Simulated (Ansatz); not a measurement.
# CCl2 (dichloromethylene) at revPBE/def2-TZVPP

What is the vertical singlet–triplet gap of CCl2 (dichloromethylene) at revPBE/def2-TZVPP? 

The calculation is run with Ansatz 0.2.0.

28 further runs of the same task are left out: 28 set aside as unsound or not needed. Runs told in other sessions of the task aren't counted.

### Step 1. Starting point

CCl2: 3 atoms, total charge 0, spin state singlet. As SMILES, `Cl[C]Cl`. The coordinates come from a PBE0-D4/def2-TZVP relaxation.

Bond lengths: Cl1–C2 1.708 Å, C2–Cl3 1.708 Å. Angles: Cl1–C2–Cl3 109.5°.

### Step 2. A single-point energy at revPBE/def2-TZVPP

Contents of run.yaml:

```yaml
crystal:
  periodic: [false, false, false]
  atoms:
    - symbol: Cl
      position_ang: [1.236700, -0.329300, 0.644300]
    - symbol: C
      position_ang: [-0.231600, -0.585100, -0.189800]
    - symbol: Cl
      position_ang: [-1.005100, 0.914500, -0.454500]
basis:
  gaussian:
    orbitals: def2-TZVPP
hamiltonian:
  xc: {name: revPBE}
accuracy: high
output: {orbitals: {seedname: orbitals}}
```

Launch:

```console
$ ansatz run run.yaml --threads 1 --pin off --max-ram 2610MiB --events-out events.jsonl --progress --plain --runs-dir runs
```

What it wrote:

```text
Warning: RAYON_NUM_THREADS=1 ignored (pool sized by the plan → 1); use --threads N
Functional definition: revPBE
  name "revPBE"
  parameter kappa = 1.245
  parameter beta = 0.06672455060314922
  exchange = pbe_x(kappa = kappa, mu = beta*pi^2/3)
  correlation = pbe_c(beta = beta)
1736 factors; integrals over basis functions are off by at most 3.1e-9 eV
mean field evaluation 1: about -26073.1818 eV, gradient 3.3e1 eV
mean field evaluation 2: about -26062.1357 eV, gradient 6.8e1 eV
mean field evaluation 4: about -26075.8322 eV, gradient 1.9e0 eV
mean field evaluation 8: about -26075.8370 eV, gradient 8.8e-2 eV
mean field evaluation 16: about -26075.8370 eV, gradient 3.5e-5 eV
mean field -26075.83697595 eV, -958.2693340290 hartree, gradient 4.2e-8 eV, S^2 0.000000; 0 other end points of the search recorded, 0 dependent functions left out
reference -26075.83697867 eV, -958.2693341290 hartree; 20, 20 occupied and 95, 95 virtual orbitals, 1736 factors
Total energy: -26075.83697867 eV, -958.2693341290 hartree
```

Run time: 6.9 s. Hardware: 1 thread of Arm Neoverse V1, shared host; peak memory 0.23 GiB.

### Step 3. The triplet, same level

Contents of in.yaml:

```yaml
crystal:
  periodic: [false, false, false]
  atoms:
    - symbol: Cl
      position_ang: [1.236700, -0.329300, 0.644300]
    - symbol: C
      position_ang: [-0.231600, -0.585100, -0.189800]
    - symbol: Cl
      position_ang: [-1.005100, 0.914500, -0.454500]
basis:
  gaussian:
    orbitals: def2-TZVPP
hamiltonian:
  xc: {name: revPBE}
magnetization:
  spin_polarized: true
  initial_magnetization: 2
accuracy: high
output: {orbitals: {seedname: orbitals}}
```

Launch:

```console
$ ansatz run in.yaml --threads 1 --pin off --max-ram 2610MiB --events-out events.jsonl --progress --plain --runs-dir runs
```

What it wrote, shortened:

```text
Warning: RAYON_NUM_THREADS=1 ignored (pool sized by the plan → 1); use --threads N
[... 6 set-up lines as earlier in the session ...]
1736 factors; integrals over basis functions are off by at most 3.1e-9 eV
mean field evaluation 1: about -26070.7343 eV, gradient 2.7e1 eV
mean field evaluation 2: about -26056.9355 eV, gradient 5.6e1 eV
mean field evaluation 4: about -26074.7266 eV, gradient 1.6e0 eV
mean field evaluation 8: about -26074.7343 eV, gradient 2.1e-1 eV
mean field evaluation 16: about -26074.7345 eV, gradient 1.2e-4 eV
mean field -26074.73454470 eV, -958.2288204278 hartree, gradient 4.1e-8 eV, S^2 2.005979; 0 other end points of the search recorded, 0 dependent functions left out
reference -26074.73454754 eV, -958.2288205324 hartree; 21, 19 occupied and 94, 96 virtual orbitals, 1736 factors
Total energy: -26074.73454754 eV, -958.2288205324 hartree
```

Run time: 8.4 s. Hardware: 1 thread of Arm Neoverse V1, shared host; peak memory 0.27 GiB.

### Step 4. Outcome

Level: revPBE/def2-TZVPP.

| quantity | value |
| --- | --- |
| singlet: total energy | -958.26933 Eh |
| singlet: HOMO energy | -6.07 eV |
| singlet: LUMO energy | -4.22 eV |
| singlet: HOMO–LUMO gap | 1.85 eV |
| triplet: total energy | -958.22882 Eh |
| triplet: HOMO energy (highest over α and β) | -4.91 eV |
| triplet: ⟨S²⟩ | 2.006 |
| vertical energy of the triplet above the singlet | 1.102 eV |

**Reading.** At this shape the triplet lies 1.10 eV (25 kcal/mol) above the singlet.
